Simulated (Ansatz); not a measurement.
hcp Sc, treated with PBE in Ansatz (plane waves, PAW).

Numerical settings: plane-wave cutoff 520 eV, 24×24×12 k mesh (along the axes of the cell as run), Fermi–Dirac smearing 0.022 eV (set by the program), scalar-relativistic PAW data made under PBE.

Computed at the level's own relaxed cell.

```
CELL_PARAMETERS angstrom
      3.31964     0.00000     0.00000
     -1.65982     2.87489     0.00000
      0.00000     0.00000     5.16534
ATOMIC_POSITIONS crystal
  Sc 0.66667 0.33333 0.75000
  Sc 0.33333 0.66667 0.25000
```

Problem. Give the elastic tensor (Voigt notation, GPa, ions relaxed, in the Cartesian axes of the cell as printed).

Solution. 
```
  100.8    37.7    27.4     0.0     0.0     0.0
   37.7   100.8    27.4     0.0     0.0     0.0
   27.4    27.4   102.7     0.0     0.0     0.0
    0.0     0.0     0.0    29.6     0.0     0.0
    0.0     0.0     0.0     0.0    29.6     0.0
    0.0     0.0     0.0     0.0     0.0    31.5
```

Measured, for comparison: elastic constant C11 99 GPa, elastic constant C44 28 GPa, elastic constant C33 107 GPa, elastic constant C13 29 GPa (temperature not stated, not corrected to a static lattice; as tabulated in Mehl and Papaconstantopoulos (1996), arXiv:mtrl-th/9602003). Computed (rounded) less measured: elastic constant C11 +2 %, elastic constant C44 +6 %, elastic constant C33 -4 %, elastic constant C13 -6 %. A static lattice is as a rule a little smaller and stiffer than an uncorrected measurement, which narrows the difference in the elastic constant C11, elastic constant C44 and would widen misses of the other sign.

Computed values are for the static lattice.

Ansatz is an electronic-structure program.
